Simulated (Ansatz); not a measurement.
# C₃H₇NS: up Jacob's ladder to CCSD(T)

An exercise on one series of results from a longer session: the logs are not shown, and one member is left open.

The runs use Ansatz 0.2.0, Gaussian basis; functionals in def2-TZVPP, the program's frozen cores in correlated methods.

Levels to be run: PBE-D4, r2SCAN-D4, PBE0-D4, B3LYP-D4, ωB97X-V, ωB97M-V, B2PLYP; CCSD(T)/def2-TZVPP; MP2/def2-QZVPP; extrapolation to the limit.

## Structure used throughout

The geometry comes from an earlier relaxation with PBE0-D4 in a triple-zeta def2 set; it is a stationary point, not always the lowest conformer.

SMILES `CNCC=S`, 12 atoms, charge 0, spin multiplicity 1.

Atoms are counted from 1 here; the program's logs count them from 0.

Bond lengths: C1–N2 1.449 Å, C1–H6 1.091 Å, C1–H7 1.093 Å, C1–H8 1.102 Å, N2–C3 1.445 Å, N2–H9 1.010 Å, C3–C4 1.495 Å, C3–H10 1.099 Å, C3–H11 1.101 Å, C4–S5 1.607 Å, C4–H12 1.094 Å. Angles: N2–C1–H6 109.6°, N2–C1–H7 109.7°, N2–C1–H8 113.7°, H6–C1–H7 107.5°, H6–C1–H8 108.6°, H7–C1–H8 107.5°, C1–N2–C3 113.2°, C1–N2–H9 110.4°, C3–N2–H9 110.0°, N2–C3–C4 111.2°, N2–C3–H10 108.3°, N2–C3–H11 114.6°, C4–C3–H10 106.1°, C4–C3–H11 109.1°, H10–C3–H11 107.1°, C3–C4–S5 126.0°, C3–C4–H12 113.3°, S5–C4–H12 120.7°.

Set-up of the first run:

File in.yaml:

```yaml
crystal:
  periodic: [false, false, false]
  atoms:
    - {symbol: C, position_ang: [-1.222930, -0.825580, -0.380940]}
    - {symbol: N, position_ang: [-0.424230, -0.433753, 0.762475]}
    - {symbol: C, position_ang: [0.885953, 0.055435, 0.399563]}
    - {symbol: C, position_ang: [0.813186, 1.449028, -0.136857]}
    - {symbol: S, position_ang: [1.709430, 2.049718, -1.327529]}
    - {symbol: H, position_ang: [-2.180633, -1.222136, -0.040528]}
    - {symbol: H, position_ang: [-1.430707, 0.049287, -1.002465]}
    - {symbol: H, position_ang: [-0.738904, -1.579109, -1.022429]}
    - {symbol: H, position_ang: [-0.338145, -1.203317, 1.411185]}
    - {symbol: H, position_ang: [1.496889, 0.112141, 1.311156]}
    - {symbol: H, position_ang: [1.430951, -0.579252, -0.316599]}
    - {symbol: H, position_ang: [0.076140, 2.072440, 0.376967]}
basis:
  gaussian: {orbitals: def2-TZVPP}
hamiltonian: {xc: pbe, dispersion: d4}
output: {forces: true, orbitals: {seedname: orbitals}}
```

Launch:

```
$ ansatz run in.yaml --threads 4 --pin off --events-out ev --progress --plain --max-ram 10444MiB
```

Steps of the session up to this table: PBE-D4 (GGA); r2SCAN-D4 (meta-GGA); PBE0-D4 (hybrid); B3LYP-D4 (hybrid); ωB97X-V (range-separated); ωB97M-V (range-separated); B2PLYP (double hybrid); CCSD(T) in def2-TZVPP; MP2 in def2-QZVPP.

One of the session's tables, all rows but one given; the rest of the session is left out.

```
            method  atomisation energy (kJ/mol)
            PBE-D4                       4643.2
         r2SCAN-D4                       4516.6
           PBE0-D4                       4548.9
          B3LYP-D4                            ?
           ωB97X-V                       4527.0
           ωB97M-V                       4535.8
            B2PLYP                       4470.0
     HF/def2-TZVPP                       3191.6
    MP2/def2-TZVPP                       4450.8
   CCSD/def2-TZVPP                       4311.6
CCSD(T)/def2-TZVPP                       4388.8
           MP2/CBS                       4572.4
       CCSD(T)/CBS                       4510.4
```

Q: Estimate the row for B3LYP-D4 from the others.

**Answer.** atomisation energy (kJ/mol): 4525.6. In the column «atomisation energy (kJ/mol)» it lies between r2SCAN-D4 (4516.6) and ωB97X-V (4527.0).

To keep in mind: Free atoms (3 C, 1 N, 1 S, 7 H) were run apart at each level; the atomisation energy is their sum less the molecule, without zero-point or spin-orbit terms.
